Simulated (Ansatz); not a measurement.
# AlSiH₃+ (doublet): wave-function methods side by side, cc-pVDZ

The task here is to estimate one member of a computed series from the others.

The runs use Ansatz 0.2.0, Gaussian basis; cc-pVDZ, core rule «outside noble gas», up to 10 orbitals frozen.

Plan: UHF; CCSD(T) on ROHF; CCSD(T) on UHF; BCCD(T) on ROHF; CISD; CCSDT(Q) on ROHF; CCSDT(Q) on UHF.

32 further runs of the same task are left out: 6 for a known fault of the program, 11 that didn't finish, 15 set aside as unsound or not needed.

### The geometry

The geometry is a PBE0/def2-TZVP stationary point (not a proven minimum) of the parent state, kept for this charge and spin.

5 atoms, charge 1, spin multiplicity 2.

Atoms are counted from 1 here; the program's logs count them from 0.

Bond lengths: Si1–Al2 2.389 Å, Si1–H3 1.498 Å, Al2–H4 1.587 Å, Al2–H5 1.583 Å. Angles: Al2–Si1–H3 124.9°, Si1–Al2–H4 119.4°, Si1–Al2–H5 117.5°, H4–Al2–H5 123.1°.

Set-up of the first run:

The input, in.yaml:

```yaml
crystal:
  periodic: [false, false, false]
  atoms:
    - {symbol: Si, position_ang: [0.000000, -0.088069, 1.200716]}
    - {symbol: Al, position_ang: [0.000000, 0.045214, -1.184371]}
    - {symbol: H, position_ang: [0.000000, 1.090439, 2.125646]}
    - {symbol: H, position_ang: [0.000000, 1.468638, -1.885604]}
    - {symbol: H, position_ang: [0.000000, -1.315430, -1.992670]}
basis:
  gaussian: {orbitals: cc-pVDZ}
total_charge: 1
magnetization: {spin_polarized: true, initial_magnetization: 1}
hamiltonian: {xc: hf}
output: {orbitals: {seedname: orbitals}}
```

Launch:

```console
> ansatz run in.yaml --threads 1 --pin off --events-out ev --progress --plain --max-ram 2393MiB
```

Steps of the session up to this table: UHF; CCSD(T) on ROHF; CCSD(T) on UHF; BCCD(T) on ROHF; CISD; CCSDT(Q) on ROHF; CCSDT(Q) on UHF.

One table of the session follows, with a row left open; its other results are not shown here.

```
   method  from UCCSDT(Q) (kJ/mol)
     ROHF                   +430.8
      UHF                   +423.4
     RMP2                   +114.0
     UMP2                   +113.3
     CISD                    +40.6
    RCCSD                        ?
    UCCSD                    +11.3
 RCCSD(T)                     +3.0
 UCCSD(T)                     +3.0
  BCCD(T)                     +3.0
   RCCSDT                     +0.3
   UCCSDT                     +0.3
RCCSDT(Q)                      0.0
UCCSDT(Q)                        0
```

Q: Estimate the row for RCCSD from the others.

As computed: from UCCSDT(Q) (kJ/mol): +11.5. In the column «from UCCSDT(Q) (kJ/mol)» it lies between UCCSD (+11.3) and CISD (+40.6).

To keep in mind: Restricted and unrestricted rows rest on different reference determinants; where their highest levels disagree by more than a few hundredths of an eV, they describe different states and don't form one ladder.
